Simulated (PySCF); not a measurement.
`C=CCC(F)F` in a uniform electric field

Species: C4H6F2.
Numbering: `[CH2:1]=[CH:2][CH2:3][CH:4]([F:5])[F:6]` (hydrogens: H7, H8 on C1; H9 on C2; H10, H11 on C3; H12 on C4)

Structure used (PBE0-D3(BJ)/def2-SVP), in Å, numbered top down from 1:
```
atom  x, y, z in Å
C1     1.811   -0.761    0.519
C2     0.786   -0.516   -0.296
C3    -0.119    0.670   -0.196
C4    -1.573    0.292   -0.029
F5    -1.990   -0.435   -1.093
F6    -2.334    1.408    0.028
H7     2.066   -0.082    1.339
H8     2.441   -1.645    0.393
H9     0.561   -1.220   -1.107
H10    0.167    1.314    0.650
H11   -0.065    1.281   -1.115
H12   -1.761   -0.303    0.883
```

Level: PBE0/def2-SVPD (PySCF); nuclei fixed, core orbitals frozen in the response. Permanent dipole (1.756, -0.337, 1.048) D (1 au = 2.5417 D). Static polarisability (au):

```
x   60.11 -7.04  7.37
y   -7.04 48.78 -0.46
z    7.37 -0.46 48.29
```

Only the terms in μ and α are kept: μ(F) = μ + αF and ΔE = −μ·F − ½ F·αF.

(1) What do fields of 0.103 V/Å (0.002 au) along the six axis directions do?

(2) For the field (-0.0018, 0.0006, 0.0014) au, what is the induced dipole, and what angle does it make with the field?

(3) Which field along μ doubles the dipole in that direction (linear response)?

(4) What field makes μF equal to kT at 298 K?

(5) A unit point charge sits 11 Å away. Estimate the induction energy −αe²/2R⁴ with the mean polarisability, treating the molecule as a point.

Answers

(1) 
```tsv
field along	induced x (D)	induced y (D)	induced z (D)	total size (D)	−μ·F (kJ/mol)	−½F·αF (kJ/mol)
+x	0.306	-0.036	0.037	2.360	-3.628	-0.316
−x	-0.306	0.036	-0.037	1.793	+3.628	-0.316
+y	-0.036	0.248	-0.002	2.015	+0.696	-0.256
−y	0.036	-0.248	0.002	2.158	-0.696	-0.256
+z	0.037	-0.002	0.245	2.237	-2.165	-0.254
−z	-0.037	0.002	-0.245	1.926	+2.165	-0.254
```

(2) αF = (-0.260, 0.105, 0.137) D, at 10.7° to the field. The polarisability along this direction, F·αF/F², is 51.12 au, against a mean of 52.39 au.

(3) The polarisability along the dipole is 65.12 au, so F = 0.8154 au / 65.12 au = 0.0125 au = 0.64 V/Å; higher-order terms are ignored.

(4) kT = 0.9437 × 10⁻³ Eh, so F = 0.00116 au = 5.95 MV/cm.

(5) R = 20.79 bohr, so the energy is −52.4/(2 × 20.79⁴) Eh = -0.368 kJ/mol. The charge–dipole term at its most favourable orientation, −μe/R², is -4.95 kJ/mol.

Geometry: PBE0-D3(BJ)/def2-SVP, one conformer, isolated molecule.
